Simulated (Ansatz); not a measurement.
AlOH3⁻, that is AlH2(OH) with one electron more. Charge -1, multiplicity 2. Geometry r2SCAN-D4/def2-TZVP, that of the neutral singlet.

Cartesian coordinates in Å:
```
Al -0.3446 -0.0687 0.3727
H -1.7195 0.0034 -0.4094
H -0.2140 -0.3003 1.9257
O 1.1168 0.1101 -0.4715
H 1.1614 0.2555 -1.4175
```

At PBE-D4/def2-TZVPD, r2SCAN-D4/def2-TZVPD, PBE0-D4/def2-TZVPD the highest occupied level of the charge -1 doublet lies above zero (up to 2.77 eV). By energy differences it is unbound by 0.43 eV (vertical, against the charge 0 singlet, at PBE-D4/def2-TZVPD) and held by the finite basis.

Question: Estimate the α-spin orbital energies around the gap (eV) in Ansatz with PBE-D4/def2-TZVPD, r2SCAN-D4/def2-TZVPD, PBE0-D4/def2-TZVPD.

Answer: 
```csv
orbital,PBE-D4/def2-TZVPD,r2SCAN-D4/def2-TZVPD,PBE0-D4/def2-TZVPD
HOMO−5,-7.20,-7.60,-8.96
HOMO−4,-3.95,-4.31,-5.55
HOMO−3,-2.73,-3.06,-4.29
HOMO−2,-2.57,-2.91,-4.26
HOMO−1,-1.56,-1.82,-2.79
HOMO,2.77,2.63,2.16
LUMO,3.01,3.50,3.50
LUMO+1,3.80,4.28,4.29
LUMO+2,4.37,4.78,4.91
LUMO+3,4.67,5.20,5.13
LUMO+4,4.95,5.49,5.45
LUMO+5,4.99,5.56,5.45
β HOMO,-1.52,-1.84,-2.79
β LUMO,3.19,3.78,3.72
```
